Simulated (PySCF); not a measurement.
Stick spectrum of a doublet radical in fast tumbling, microwave frequency 9.482 GHz, simulated to first order from computed parameters.

```json
{"field (mT)": "333.70", "relative intensity": "1"}
{"field (mT)": "334.33", "relative intensity": "1"}
{"field (mT)": "336.13", "relative intensity": "1"}
{"field (mT)": "336.75", "relative intensity": "1"}
{"field (mT)": "339.93", "relative intensity": "1"}
{"field (mT)": "340.56", "relative intensity": "1"}
{"field (mT)": "342.36", "relative intensity": "1"}
{"field (mT)": "342.98", "relative intensity": "1"}
```

(1) Find the g value from the centre of the pattern.

(2) Take the pattern apart into splittings.

(3) The radical has the formula C2HF2. Propose a structure, and say which nuclei carry the couplings.

Results:

(1) The pattern is symmetric about 338.34 mT, so g = hν/(μB·B0) = 9482/(13.99624 × 338.34) = 2.0023, the free-electron value within 10⁻⁴.

(2) The first two lines at either end are about 0.62 mT apart, which is the smallest coupling, and their intensity ratio 1:1 counts the nuclei that share it. In full: a 1:1 doublet of 6.23 mT (175 MHz), from 1 nucleus of spin 1/2; a 1:1 doublet of 2.42 mT (68 MHz), from 1 nucleus of spin 1/2; a 1:1 doublet of 0.62 mT (17 MHz), from 1 nucleus of spin 1/2. Check: Σ 2nI·a is the distance from the first to the last line, 9.27 mT.

(3) The pattern alone needn't single out one isomer; the structure behind this simulation is `[CH]=C(F)F` [radical], numbered [CH:1]=[C:2]([F:3])[F:4] (hydrogens: H5 on C1). 6.23 mT: 19F at F3 (2 bonds from C1; computed sign +); 2.42 mT: 19F at F4 (2 bonds from C1; computed sign +); 0.62 mT: 1H at H5 (1 bond from C1; computed sign −). The Mulliken spin populations are largest on C1 (+1.05) and C2 (-0.09). C1 is the only atom above +0.15. The positive populations add up to 1.10 and the negative ones to -0.10, together 2S = 1.

Computed with UKS B3LYP, pcH-1 on C F H, non-relativistic, mean-field spin-orbit, GIAO in PySCF. Geometry: GFN2-xTB; no solvent, vibrations or thermal averaging. Couplings are sensitive to structure, and on GFN2-xTB geometries they can be far from those on DFT ones.

Rare isotopes and splittings under 0.04 mT were left out of the simulation.
